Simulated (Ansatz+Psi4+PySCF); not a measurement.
The numbers below are computed, except where a source is named.
Input for PySCF 2.14.0:

```python
from pyscf import gto, scf, mp

# the (T+d) and (D+d) sets load through basis_set_exchange
mol = gto.M(atom="""
Si -0.007310 0.003570 0.073480
H -0.009450 1.414560 -0.367040
H 1.228340 -0.712190 -0.363010
H -1.225250 -0.697350 -0.366610
""", basis={'H': 'cc-pvtz', 'Si': 'cc-pv(t+d)z'}, charge=0, spin=1)
mf = scf.UHF(mol)
mf.kernel()
pt = mp.MP2(mf, frozen=5).run()
print(mf.e_tot, pt.e_corr, pt.e_tot)
```

The script is written out from the run's settings.

The run gave:

```yaml
Converged: yes
Reference_energy: -290.64243 hartree
Correlation_energy: -0.11638 hartree
Total_energy: -290.75880 hartree
Spin_squared_of_the_determinant: 0.755
```

Messages of the program:
```
WARN: HOMO -0.120190569838537 >= LUMO -0.120190569838537
WARN: HOMO -0.120190569838537 >= LUMO -0.120190569838537
```
